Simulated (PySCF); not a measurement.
How methods differ on the ionisation energy of O

O [He] 2s2 2p4 (3P) → O+ [He] 2s2 2p3 (4S), as a difference of total energies. Computed with PySCF 2.14 in def2-SVP (3s2p1d, 14 functions), with no relativity, point nucleus. Correlated levels: valence: 1s2 frozen. The calculations carry no spin-orbit coupling.

```csv
method,ionisation energy (eV)
UHF,12.083
LDA,13.839
M06-2X,13.631
MP2 (valence),12.963
SCS-MP2 (valence),12.985
CCSD (valence),12.972
CCSD(T) (valence),12.979
```

Errors of the correlated levels include the incompleteness of this basis and the frozen core.

Task: Which method comes closest to the reference value, and which is furthest?

Result: The reference is 13.608 eV (measured; NIST levels, between the centres of gravity of the two terms). Closest: M06-2X (error 0.023 eV); furthest: UHF (error -1.525 eV).
